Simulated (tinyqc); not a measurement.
Worked calculation: Pariser-Parr-Pople SCF with singles CI, for the molecule C=C1C=CC=C1 (SMILES; centres numbered as the heavy atoms are written). One step of it, computed by the program tinyqc.

Question. Singles CI, singlets. Over the 4 single excitations with the smallest orbital gaps: A = (e_a - e_i) delta + 2 (ia|jb) - (ij|ab), with (pq|rs) = sum c_mp c_mq gamma_mn c_nr c_ns. f = 2/3 w |mu|^2 in atomic units, mu = sqrt2 sum c_ia sum_m c_mi c_ma R_m.

orbital energies (eV): -13.649390  -10.173047  -9.190913  -1.131531  3.536683  3.795566

coefficients:
```
,MO1,MO2,MO3,MO4,MO5,MO6
1C,0.335823,0.557256,0.000000,0.669133,0.000000,-0.359096
2C,0.538214,0.458032,0.000000,-0.310380,0.000000,0.635765
3C,0.407386,-0.104178,0.596335,-0.355691,-0.379979,-0.443472
4C,0.364432,-0.478522,0.379979,0.318507,0.596335,0.191728
5C,0.364432,-0.478522,-0.379979,0.318507,-0.596335,0.191728
6C,0.407386,-0.104178,-0.596335,-0.355691,0.379979,-0.443472
```

repulsion gamma_rs (eV), lower triangle:
```
,1C,2C,3C,4C,5C,6C
1C,11.070000
2C,7.535023,11.070000
3C,5.117515,7.533973,11.070000
4C,3.741373,5.513203,7.536003,11.070000
5C,3.741373,5.513203,5.512502,7.535023,11.070000
6C,5.117515,7.533973,5.511167,5.512502,7.536003,11.070000
```

Centres (angstrom, eV; a flat drawing with bonds scaled to 1.40 angstrom):
```
centre,x,y,core charge z,W,gamma_rr
1C,2.159000,0.000000,1,10.150000,11.070000
2C,0.759000,0.000000,1,10.150000,11.070000
3C,-0.064000,1.133000,1,10.150000,11.070000
4C,-1.395000,0.700000,1,10.150000,11.070000
5C,-1.395000,-0.700000,1,10.150000,11.070000
6C,-0.064000,-1.133000,1,10.150000,11.070000
```

Give: singlet CI matrix; singlet excitation energies; oscillator strengths.

Answer.

singlet CI matrix (eV), lower triangle:
```
,3>4,2>4,1>4,3>5
3>4,2.6131
2>4,0.0000,4.9635
1>4,0.0000,-0.2413,7.1152
3>5,0.0000,-0.6062,0.2608,7.1367
```

singlet excitation energies (eV): 2.6131  4.7935  6.8877  7.5342

oscillator strengths: 0.0443  0.7397  0.3126  0.6255
